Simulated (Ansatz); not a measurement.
We consider chalcopyrite CdGeAs₂, described by RPBE (Ansatz, an electronic-structure program, plane waves, PAW).

Settings: plane-wave cutoff 520 eV, 8×8×8 k mesh, Fermi–Dirac smearing 0.01 eV, scalar-relativistic PAW data made under PBE.

Results at a series of volumes:

```
V (Å³/atom)  E − E_lowest (meV/atom)  P (GPa)
-----------  -----------------------  -------
26.074                          6.95    2.123
26.617                          1.68    1.004
27.161                          0.00    0.007
27.704                          1.51   -0.883
28.247                          5.88   -1.677
```

Task: Estimate the bulk modulus from the pressures at 26.617 and 27.704 Å³/atom, and compare it with a fit to all energies.

Result: B = −V dP/dV. Between V = 26.617 and 27.704 Å³/atom, dP/dV = (-0.883 − (1.004))/(27.704 − 26.617) = -1.74 GPa per Å³/atom; at the midpoint 27.160 Å³/atom this gives B ≈ 47.1 GPa. The third-order Birch–Murnaghan fit gives V0 = 27.165 Å³/atom, B0 = 47.0 GPa, B′ = 4.7, which lies within 1 % of that estimate.

Shape and atoms are relaxed at each volume.

Measured, for comparison: bulk modulus 69.9 GPa (temperature not stated, no zero-point or thermal correction; as tabulated in Toher et al. (2017), arXiv:1611.05714). Computed (rounded) less measured: bulk modulus -33 %.

Note: the gap of the solid is closed in this run; this level leaves the solid without a gap, although one is measured; the bulk modulus comes from volumes at which shape and atoms were relaxed.

The computed numbers hold no vibrational or temperature effects.

Computing time: roughly 50 core-minutes.
